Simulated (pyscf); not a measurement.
`[AsH]=[AsH]` + `[H][H]` → `[AsH2][AsH2]`, an addition across a multiple bond or ene-type step (singlet surface; H–H broken, As–H, As–H formed). PySCF, gas phase, ωB97X-D3(BJ)/def2-SVP geometries. Energies in kcal/mol from the separated reactants.

Small-basis levels: PySCF, no dispersion term, spherical d functions. AM1 to PM7: differences of heats of formation from MOPAC, which are fitted to 298 K values and so differ in kind from electronic energies by zero-point and thermal terms. 

| level | barrier | reaction energy |
|---|---|---|
| HF/3-21G | 75.2 | -25.6 |
| SVWN5/6-31G*+LANL2DZ | [?] | -25.3 |
| B3LYP/3-21G | 56.3 | -19.9 |
| B3LYP/LANL2DZ | 57.9 | -20.6 |
| B3LYP/def2-SVP | 56.1 | -21.4 |
| PM6 | 78.8 | -5.4 |
| PM7 | [?] | -5.4 |
| ωB97M-D3(BJ)/def2-TZVP | [?] | -23.6 |

### Question
Fill in the missing entries.

### Answer

- SVWN5/6-31G*+LANL2DZ, barrier: 43.7
- PM7, barrier: 78.9
- ωB97M-D3(BJ)/def2-TZVP, barrier: 57.8

Against the last row the barrier runs from -14.1 (SVWN5/6-31G*+LANL2DZ) to +21.1 kcal/mol (PM7). ωB97M-D3(BJ)/def2-TZVP has limits of its own. From the product side, AsH₂• + AsH₂• lies, by one bond made or cut, 31.6 kcal/mol under this saddle at ωB97M-D3(BJ)/def2-TZVP. This is the saddle that the search found; another between the same sides may lie lower. A restricted solution here is unstable towards spin polarisation, so biradical character is likely and single-reference numbers are less safe. In the def2 sets elements up to Kr have no core potential.
